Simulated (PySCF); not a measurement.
# AlP at UHF-CCSD(T)

Computed with UHF-CCSD(T); basis Al STO-3G, P STO-3G; no relativity; PySCF 2.14.

| Item | Value |
| --- | --- |
| state | ³Σ⁻ (triplet), unpaired electrons π ↑↑ |
| bond length | 2.307 Å |
| harmonic wavenumber | 527 cm⁻¹ |
| force constant | 2.36 mdyn/Å |
| rotational constant Be | 0.2197 cm⁻¹ |
| anharmonicity ωexe | 1.44 cm⁻¹ |
| vibration–rotation constant αe | 0.000858 cm⁻¹ |

Correlated steps freeze 10 core orbitals. STO-3G is very small, so such numbers show the basis as much as the molecule. The state was picked by a PBE0 search and need not be the measured ground state.
